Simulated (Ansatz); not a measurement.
Input (CCSDTQ/cc-pVTZ; Ansatz, a quantum-chemistry and plane-wave program):

Ansatz 0.2 input:
```yaml
crystal:
  periodic: [false, false, false]
  atoms:
    - {symbol: N, position_ang: [-0.00000000, -0.00000000, -0.12998002]}
    - {symbol: H, position_ang: [0.00000000, 0.00000000, 0.90986017]}
basis:
  gaussian:
    orbitals: cc-pVTZ
magnetization: {spin_polarized: false}
correlation: {method: ccsdtq, electrons: outside_noble_gas}
```

Output:

```
Functional definition: HF
integrals: 0.02 GiB planned
489 factors; integrals over basis functions are off by at most 1.8e-7 eV
mean field: 0.07 GiB planned
mean field evaluation 1: about -1492.9716 eV, gradient 9.5e0 eV
mean field evaluation 2: about -1492.9718 eV, gradient 9.5e0 eV
mean field evaluation 4: about -1493.2027 eV, gradient 4.6e-1 eV
mean field evaluation 8: about -1493.2036 eV, gradient 1.4e-4 eV
mean field evaluation 16: about -1491.3349 eV, gradient 2.4e1 eV
mean field evaluation 32: about -1493.2036 eV, gradient 1.7e-3 eV
mean field -1493.20355666 eV, -54.8742185777 hartree, gradient 2.5e-6 eV, S^2 0.000000; 2 other end points of the search recorded, 0 dependent functions left out; unrestricted orbitals would lower it
unrestricted determinant -1495.26858287 eV, -54.9501068909 hartree, S^2 1.0106
1 core orbitals not correlated
reference -1493.20355666 eV, -54.8742185777 hartree; 3, 3 occupied and 40, 40 virtual orbitals, 489 factors
second order -4.28551827 eV of doubles, -0.00000000 eV of singles
coupled cluster: 0.75 GiB planned
cycle   1  -4.73580048 eV  change   -4.5e-1 eV  update   5.3e-2
cycle   2  -5.11170974 eV  change   -3.8e-1 eV  update   3.2e-2
cycle   3  -5.12769960 eV  change   -1.6e-2 eV  update   2.1e-2
cycle   4  -5.14785295 eV  change   -2.0e-2 eV  update   1.9e-2
cycle   5  -5.17862009 eV  change   -3.1e-2 eV  update   1.8e-2
cycle   6  -5.23227905 eV  change   -5.4e-2 eV  update   1.7e-2
cycle   7  -5.38299230 eV  change   -1.5e-1 eV  update   1.7e-2
cycle   8  -5.57836677 eV  change   -2.0e-1 eV  update   1.3e-2
cycle   9  -5.56596832 eV  change    1.2e-2 eV  update   7.5e-3
cycle  10  -5.60679670 eV  change   -4.1e-2 eV  update   3.2e-3
cycle  11  -5.59929704 eV  change    7.5e-3 eV  update   1.4e-3
cycle  12  -5.59759683 eV  change    1.7e-3 eV  update   5.8e-4
cycle  13  -5.60390039 eV  change   -6.3e-3 eV  update   3.9e-4
cycle  14  -5.60160816 eV  change    2.3e-3 eV  update   2.1e-4
cycle  15  -5.60166336 eV  change   -5.5e-5 eV  update   5.3e-5
cycle  16  -5.60186013 eV  change   -2.0e-4 eV  update   2.7e-5
cycle  17  -5.60183689 eV  change    2.3e-5 eV  update   9.4e-6
cycle  18  -5.60182555 eV  change    1.1e-5 eV  update   4.5e-6
cycle  19  -5.60182376 eV  change    1.8e-6 eV  update   2.5e-6
cycle  20  -5.60182589 eV  change   -2.1e-6 eV  update   1.5e-6
cycle  21  -5.60182396 eV  change    1.9e-6 eV  update   8.4e-7
cycle  22  -5.60182509 eV  change   -1.1e-6 eV  update   4.1e-7
cycle  23  -5.60182509 eV  change   -4.8e-9 eV  update   2.4e-7
coupled cluster: 0.75 GiB planned
WARN: these amplitudes may be one of several solutions (largest doubles amplitude 0.96, level shift 0.00 eV)
Total energy: -1498.80538176 eV, -55.0800818529 hartree
```

This singlet is an excited state, 1.9 eV above the triplet at CCSD(T)/cc-pV5Z (Ansatz).

The run carries these doubts: other roots.
